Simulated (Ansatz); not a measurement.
A made-up structure of C$_{2}$H$_{5}$Si (charge +1), singlet:

```json
{"atom": "C1", "x (Å)": "-0.1162", "y (Å)": "-1.0434", "z (Å)": "0.5742"}
{"atom": "C2", "x (Å)": "0.7973", "y (Å)": "0.4010", "z (Å)": "0.0469"}
{"atom": "Si3", "x (Å)": "-0.7187", "y (Å)": "0.3045", "z (Å)": "-0.4351"}
{"atom": "H4", "x (Å)": "-0.9339", "y (Å)": "0.1037", "z (Å)": "-1.8243"}
{"atom": "H5", "x (Å)": "-1.6239", "y (Å)": "1.2489", "z (Å)": "0.1173"}
{"atom": "H6", "x (Å)": "1.0323", "y (Å)": "1.1843", "z (Å)": "0.7659"}
{"atom": "H7", "x (Å)": "1.5617", "y (Å)": "0.3062", "z (Å)": "-0.7229"}
{"atom": "H8", "x (Å)": "-0.2191", "y (Å)": "-1.9677", "z (Å)": "1.0827"}
```

It is relaxed with PBE-D4/def2-SVP and then PBE0-D4/def2-TZVP (Ansatz 0.2.0). Atoms count as bonded within 1.22 times the sum of their covalent radii (H–H: 0.88 Å). The end point is not checked to be a true minimum.

Problem. Does its bonding change? (A judgement: the text doesn't fix the answer.)

Solution. The calculation gives: Yes. Formed: none; broken: C2–Si3.

Where it ends: The first stage lowers the energy by 5.15 eV in 22 steps. It ends as C₂H₅Si ([CH2][CH][SiH2]), total charge +1:
```tsv
atom	x (Å)	y (Å)	z (Å)
C1	0.2036	-0.5600	-0.0460
C2	1.1319	0.1919	0.5818
Si3	-1.2547	0.2608	-0.6563
H4	-2.3337	-0.4557	-1.3562
H5	-1.3771	1.7139	-0.4478
H6	1.0178	1.2636	0.7231
H7	2.0437	-0.2477	0.9771
H8	0.3479	-1.6293	-0.1711
```

Labels in which every atom is bracketed show which atoms are joined, not bond orders.

For scale, one of the runs: PBE0-D4/def2-TZVP relaxation, 129 basis functions, launched by `ansatz run in.yaml --threads 2 --pin off --events-out ev --progress --plain --max-ram 4352MiB`. The run took about 16 s on 2 CPU threads of an Arm Neoverse V1 (shared host).
